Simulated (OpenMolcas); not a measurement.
**B2 (SMILES B#B), step by step**

We compute the energy (UHF/3-21G), then the energy (CASSCF(4,4)/3-21G), then a single-point energy (CASPT2(4,4)/3-21G), then the energy (SC-NEVPT2(4,4)/3-21G), then a single-point energy (MRCI(4,4)/3-21G) of B2. 

The calculation is run with OpenMolcas 26.06.

2 further runs of the same task are left out: 2 set aside as unsound or not needed.

### 1 Starting point

The species is B2 (2 atoms), meant as a triplet with charge 0. As SMILES, `B#B`. The B1–B2 distance was set to 2.810 Å, away from the relaxed value.

### 2 A single-point energy at UHF/3-21G (run 1)

Contents of coord.xyz:

```xyz
2

B      0.000000     0.000000    -1.405080
B      0.000000     0.000000     1.405120
```

Contents of step1.inp:

```
&GATEWAY
 BasLib=$CurrDir
 Coord=coord.xyz
 Basis=3-21G
 Group=NoSym

&SEWARD

&SCF
 UHF
 Spin=3
 Scramble=0.25
 PrOrbitals=1 1
```

The basis set 3-21G is read from a file made from the Basis Set Exchange's data (not shown).

Command:

```console
$ export MOLCAS_MEM=1860
$ pymolcas step1.inp > step1.log
```

Output:

```text
--- Start Module: gateway ---
[...]
--- Stop Module: gateway /rc=_RC_ALL_IS_WELL_ ---
--- Start Module: seward ---
[...]
      Basis functions           18
--- Stop Module: seward /rc=_RC_ALL_IS_WELL_ ---
--- Start Module: scf ---
[...]
       Convergence after  37 Iterations
[...]
::    Total SCF energy                                -48.7601404841
[...]
      Total spin, S                                     1.0185672111
[...]
      Total electronic charge=   10.000000
      Total            charge=   -0.000000
[...]
      Dipole Moment (debye):
      Origin of the operator (angstrom)=    0.0000    0.0000    0.0000
                   X= -1.2896E-07               Y=  1.7996E-05               Z=  3.1525E-04           Total=  3.1576E-04
      Quadrupole Moment (debye*angstrom):
[...]
--- Stop Module: scf /rc=_RC_ALL_IS_WELL_ ---
[...]
```

It took 2 s on 1 thread of Arm Neoverse V1, shared host; peak memory 0.37 GiB.

### 3 The energy at CASSCF(4,4)/3-21G (run 2)

coord.xyz is that of step 2.

Contents of step2.input:

```
&GATEWAY
BASLIB=$CurrDir
COORD=coord.xyz
BASIS=3-21G
GROUP=NoSym
&SEWARD
&RASSCF
FILEORB=$CurrDir/step1.UnaOrb
SPIN=3
NACTEL=4 0 0
INACTIVE=3
RAS2=4
ORBLISTING=Nothing
ORBAPPEAR=Compact
```

The basis set 3-21G is read from a file made from the Basis Set Exchange's data (not shown).

Command:

```console
$ export MOLCAS_MEM=1860
$ pymolcas step2.input > step2.log
```

Output:

```text
--- Start Module: gateway ---
[...]
--- Stop Module: gateway /rc=_RC_ALL_IS_WELL_ ---
--- Start Module: seward ---
[...]
      Basis functions           18
--- Stop Module: seward /rc=_RC_ALL_IS_WELL_ ---
--- Start Module: rasscf ---
[...]
      Number of active orbitals                  4
[...]
      Spin quantum number                      1.0
[...]
      Active orbitals                            4
[...]
      Number of CSFs                            15
[...]
      Number of root(s) required                 1
[...]
      Convergence after 36 iterations
[...]
      printout of CI-coefficients larger than  0.05 for root  1
      energy=     -48.801857
      conf/sym  1111     Coeff  Weight
             1  2uu0  -0.97435 0.94936
             6  uduu  -0.14436 0.02084
             9  uudu  -0.07823 0.00612
            10  uuud   0.06050 0.00366
            15  0uu2   0.13444 0.01807
      Natural orbitals and occupation numbers for root  1
      sym 1:   1.929805   1.001268   1.000000   0.068927
      ************************************************************************************************************************
      *                                                    Final results                                                     *
[...]
::    RASSCF root number  1 Total energy:    -48.80185666
[...]
      Total electronic charge=   10.000000
      Total            charge=   -0.000000
[...]
      Dipole Moment (debye):
      Origin of the operator (angstrom)=    0.0000    0.0000    0.0000
                   X= -9.9426E-05               Y=  3.9511E-05               Z=  9.0252E-01           Total=  9.0252E-01
      Quadrupole Moment (debye*angstrom):
[...]
--- Stop Module: rasscf /rc=_RC_ALL_IS_WELL_ ---
[...]
```

Run time: 2.2 s. Hardware: 1 thread of Arm Neoverse V1, shared host; peak memory 0.37 GiB.

### 4 A single-point energy at CASPT2(4,4)/3-21G (run 3)

coord.xyz is that of step 3.

Contents of step3.input:

```
* B2 CASPT2
&gateway
baslib=$CurrDir
coord=coord.xyz
basis=3-21G
group=NoSym
&seward
&rasscf
fileorb=$CurrDir/step2.RasOrb
spin=3
nactel=4 0 0
inactive=3
ras2=4
orblisting=Nothing
orbappear=Compact
&caspt2
imaginary=0.1
frozen=2
```

The basis set 3-21G is read from a file made from the Basis Set Exchange's data (not shown).

Command:

```console
$ export MOLCAS_MEM=1860
$ pymolcas step3.input > step3.log
```

Output:

```text
--- Start Module: gateway ---
[...]
--- Stop Module: gateway /rc=_RC_ALL_IS_WELL_ ---
[...]
      Basis functions           18
[...]
--- Start Module: rasscf ---
[...]
      Number of active orbitals                  4
[...]
      Spin quantum number                      1.0
[...]
      Active orbitals                            4
[...]
      Number of CSFs                            15
[...]
      Number of root(s) required                 1
[...]
      Convergence after  4 iterations
[...]
      printout of CI-coefficients larger than  0.05 for root  1
      energy=     -48.801857
      conf/sym  1111     Coeff  Weight
             1  2uu0  -0.97435 0.94935
             6  uduu  -0.14436 0.02084
             9  uudu  -0.07823 0.00612
            10  uuud   0.06050 0.00366
            15  0uu2   0.13444 0.01807
      Natural orbitals and occupation numbers for root  1
      sym 1:   1.929803   1.001268   1.000000   0.068929
      ************************************************************************************************************************
      *                                                    Final results                                                     *
[...]
::    RASSCF root number  1 Total energy:    -48.80185666
[...]
      Total electronic charge=   10.000000
      Total            charge=   -0.000000
[...]
      Dipole Moment (debye):
      Origin of the operator (angstrom)=    0.0000    0.0000    0.0000
                   X= -4.6896E-05               Y=  5.8112E-05               Z=  9.0258E-01           Total=  9.0258E-01
      Quadrupole Moment (debye*angstrom):
[...]
--- Stop Module: rasscf /rc=_RC_ALL_IS_WELL_ ---
--- Start Module: caspt2 ---
[...]
 ###    WARNING: User changed nr of frozen orbitals.                         ###
 ###############################################################################
[...]
      E2 (Variational):          -0.0413694658
      Total energy:             -48.8432261287
[...]
      Reference weight:           0.97169
[...]
::    CASPT2 Root  1     Total energy:    -48.84322613
[...]
--- Stop Module: caspt2 /rc=_RC_ALL_IS_WELL_ ---
[...]
```

It took 1.7 s on 1 thread of Arm Neoverse V1, shared host; peak memory 0.37 GiB.

### 5 A single-point energy at SC-NEVPT2(4,4)/3-21G (run 4)

coord.xyz is that of step 4.

Contents of step4.input:

```
* B2 NEVPT2
&gateway
baslib
$CurrDir
coord
coord.xyz
basis
3-21G
group
NoSym
&seward
&rasscf
fileorb
$CurrDir/step2.RasOrb
spin
3
nactel
4 0 0
inactive
3
ras2
4
orblisting
Nothing
orbappear
Compact
&caspt2
sc-nevpt2
frozen
2
```

The basis set 3-21G is read from a file made from the Basis Set Exchange's data (not shown).

Command:

```console
$ export MOLCAS_MEM=1860
$ pymolcas step4.input > step4.log
```

Output:

```text
--- Start Module: gateway ---
[...]
--- Stop Module: gateway /rc=_RC_ALL_IS_WELL_ ---
[...]
      Basis functions           18
[...]
--- Start Module: rasscf ---
[...]
      Number of active orbitals                  4
[...]
      Spin quantum number                      1.0
[...]
      Active orbitals                            4
[...]
      Number of CSFs                            15
[...]
      Number of root(s) required                 1
[...]
      Convergence after  4 iterations
[...]
      printout of CI-coefficients larger than  0.05 for root  1
      energy=     -48.801857
      conf/sym  1111     Coeff  Weight
             1  2uu0  -0.97435 0.94935
             6  uduu  -0.14436 0.02084
             9  uudu  -0.07823 0.00612
            10  uuud   0.06050 0.00366
            15  0uu2   0.13444 0.01807
      Natural orbitals and occupation numbers for root  1
      sym 1:   1.929803   1.001268   1.000000   0.068929
      ************************************************************************************************************************
      *                                                    Final results                                                     *
[...]
::    RASSCF root number  1 Total energy:    -48.80185666
[...]
      Total electronic charge=   10.000000
      Total            charge=   -0.000000
[...]
      Dipole Moment (debye):
      Origin of the operator (angstrom)=    0.0000    0.0000    0.0000
                   X= -4.6896E-05               Y=  5.8112E-05               Z=  9.0258E-01           Total=  9.0258E-01
      Quadrupole Moment (debye*angstrom):
[...]
--- Stop Module: rasscf /rc=_RC_ALL_IS_WELL_ ---
--- Start Module: caspt2 ---
[...]
 ###    WARNING: User changed nr of frozen orbitals.                         ###
 ###############################################################################
[...]
      E2 (Variational):          -0.0386594411
[...]
      E2 (Variational):          -0.0383409439
      Total energy:             -48.8401976068
[...]
      Reference weight:           0.97528
[...]
::    SC-NEVPT2 Root  1     Total energy:    -48.84019761
[...]
--- Stop Module: caspt2 /rc=_RC_ALL_IS_WELL_ ---
[...]
```

Run time: 1.6 s. Hardware: 1 thread of Arm Neoverse V1, shared host; peak memory 0.37 GiB.

### 6 A single-point energy at MRCI(4,4)/3-21G (run 5)

coord.xyz is that of step 5.

Contents of step5.inp:

```
* B2 MRCI

&GATEWAY
 BASLIB=$CurrDir
 COORD=coord.xyz
 BASIS=3-21G
 GROUP=NoSym

&SEWARD

&RASSCF
 FILEORB=$CurrDir/step2.RasOrb
 SPIN=3
 NACTEL=4 0 0
 INACTIVE=3
 RAS2=4
 ORBLISTING=Nothing
 ORBAPPEAR=Compact

&MOTRA
 LUMORB
 FROZEN=2

&GUGA
 ELECTRONS=6
 SPIN=3
 INACTIVE=1
 ACTIVE=4
 CIALL=1

&MRCI
 SDCI
```

The basis set 3-21G is read from a file made from the Basis Set Exchange's data (not shown).

Command:

```console
$ export MOLCAS_MEM=1860
$ pymolcas step5.inp > step5.log
```

Output:

```text
--- Start Module: gateway ---
[...]
--- Stop Module: gateway /rc=_RC_ALL_IS_WELL_ ---
[...]
      Basis functions           18
[...]
      Number of active orbitals                  4
[...]
      Spin quantum number                      1.0
[...]
      Active orbitals                            4
[...]
      Number of CSFs                            15
[...]
      Number of root(s) required                 1
[...]
      Convergence after  4 iterations
[...]
      printout of CI-coefficients larger than  0.05 for root  1
      energy=     -48.801857
      conf/sym  1111     Coeff  Weight
             1  2uu0  -0.97435 0.94935
             6  uduu  -0.14436 0.02084
             9  uudu  -0.07823 0.00612
            10  uuud   0.06050 0.00366
            15  0uu2   0.13444 0.01807
      Natural orbitals and occupation numbers for root  1
      sym 1:   1.929803   1.001268   1.000000   0.068929
      ************************************************************************************************************************
      *                                                    Final results                                                     *
[...]
::    RASSCF root number  1 Total energy:    -48.80185666
[...]
      Dipole Moment (debye):
      Origin of the operator (angstrom)=    0.0000    0.0000    0.0000
                   X= -4.6896E-05               Y=  5.8112E-05               Z=  9.0258E-01           Total=  9.0258E-01
      Quadrupole Moment (debye*angstrom):
[...]
      *** WARNING: Default frozen orbitals is overwritten by user input.
      *** Default values:   2
[...]
--- Start Module: guga ---
[...]
--- Stop Module: guga /rc=_RC_ALL_IS_WELL_ ---
--- Start Module: mrci ---
[...]
       (But an ACPF correction will be computed)
       USE THE DEFAULT ACPF G-VALUE GFAC=  0.33333333333333331
[...]
                      CI ENERGY:   -48.87388824
[...]
                ACPF CORRECTION:    -0.00860094
[...]
      Total electronic charge=   10.000000
      Total            charge=    0.000000
[...]
     ACPF CORRECTION:     -0.00860094
[...]
  CI State   1     Total energy:    -48.87388824     QDav:     -0.01372056     QACPF:     -0.00860094
[...]
--- Stop Module: mrci /rc=_RC_ALL_IS_WELL_ ---
[...]
```

Wall time 1.8 s (1 thread of Arm Neoverse V1, shared host); peak memory 0.37 GiB.

### 7 Results

```
                                                   quantity         value
                             run 1, UHF/3-21G: total energy  -48.76014 Eh
                            run 1, UHF/3-21G: dipole moment        0.00 D
       run 1, UHF/3-21G: HOMO energy (highest over α and β)      -6.23 eV
        run 1, UHF/3-21G: LUMO energy (lowest over α and β)      -0.24 eV
                                     run 1, UHF/3-21G: ⟨S²⟩         2.056
                     run 2, CASSCF(4,4)/3-21G: total energy  -48.80186 Eh
   run 2, CASSCF(4,4)/3-21G: dipole moment (CASSCF density)        0.90 D
                     run 3, CASPT2(4,4)/3-21G: total energy  -48.84323 Eh
   run 3, CASPT2(4,4)/3-21G: dipole moment (CASSCF density)        0.90 D
                  run 4, SC-NEVPT2(4,4)/3-21G: total energy  -48.84020 Eh
run 4, SC-NEVPT2(4,4)/3-21G: dipole moment (CASSCF density)        0.90 D
                       run 5, MRCI(4,4)/3-21G: total energy  -48.87389 Eh
     run 5, MRCI(4,4)/3-21G: dipole moment (CASSCF density)        0.90 D
```

**Reading.** The run (run 1, UHF/3-21G) may have ended on a state above the lowest. The shape has a centre of inversion, so the dipole (run 2, CASSCF(4,4)/3-21G) should vanish: the solution has broken the symmetry. The shape has a centre of inversion, so the dipole (run 3, CASPT2(4,4)/3-21G) should vanish: the solution has broken the symmetry. The shape has a centre of inversion, so the dipole (run 4, SC-NEVPT2(4,4)/3-21G) should vanish: the solution has broken the symmetry. The shape has a centre of inversion, so the dipole (run 5, MRCI(4,4)/3-21G) should vanish: the solution has broken the symmetry.
